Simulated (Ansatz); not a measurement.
Compare A (`C=CCC(F)S`) with its isomer B (`C=CC(C)(F)S`).

Gas-phase electronic energies from Ansatz, PBE0-D4/def2-TZVP geometries. CCSD(T)/CBS is the MP2 limit (def2-TZVPP, def2-QZVPP) plus CCSD(T) − MP2 in def2-TZVPP, frozen cores. Functionals use def2-TZVPP. B3LYP here is the variant with VWN-RPA as its local correlation; programs differ in this. One conformer a species, not always the lowest.

A:

```xyz
13

C     1.078   -1.506    0.789
C     0.559   -0.288    0.848
C     0.521    0.666   -0.300
C    -0.814    0.736   -1.027
F    -1.005   -0.441   -1.722
S    -2.245    1.111   -0.002
H     1.522   -1.887   -0.125
H     1.077   -2.165    1.649
H     0.128    0.059    1.784
H     0.759    1.678    0.041
H     1.269    0.383   -1.047
H    -0.790    1.547   -1.763
H    -2.057    0.109    0.873
```

B:

```xyz
13

C    -1.919   -0.241   -0.572
C    -0.809    0.419   -0.281
C     0.396   -0.194    0.355
C     1.651   -0.012   -0.474
F     0.190   -1.552    0.517
S     0.694    0.568    1.983
H    -2.759    0.263   -1.032
H    -2.018   -1.299   -0.359
H    -0.714    1.479   -0.494
H     1.525   -0.540   -1.421
H     2.513   -0.426    0.051
H     1.829    1.044   -0.676
H    -0.579    0.492    2.401
```

Which is lower in electronic energy at CCSD(T)/CBS, and by how much? (Estimate.)

Ansatz gave: B, by 18.3 kJ/mol.

Give E(B) − E(A) in kJ/mol with B3LYP, B3LYP-D4, r2SCAN-D4, CCSD(T)/def2-TZVPP, CCSD/def2-TZVPP, B2PLYP, PBE-D4. (An estimate is asked.)

Ansatz gave: B3LYP -15.5, B3LYP-D4 -17.1, r2SCAN-D4 -20.7, CCSD(T)/def2-TZVPP -18.0, CCSD/def2-TZVPP -16.9, B2PLYP -17.3, PBE-D4 -17.0. None reverses the order clearly.

Largest T1 diagnostic: 0.011.

In def2-TZVPP, CCSD(T) changes the Hartree–Fock value by −3.3 kJ/mol (the triples alone add −1.1 kJ/mol) and MP2 by −5.1 kJ/mol.
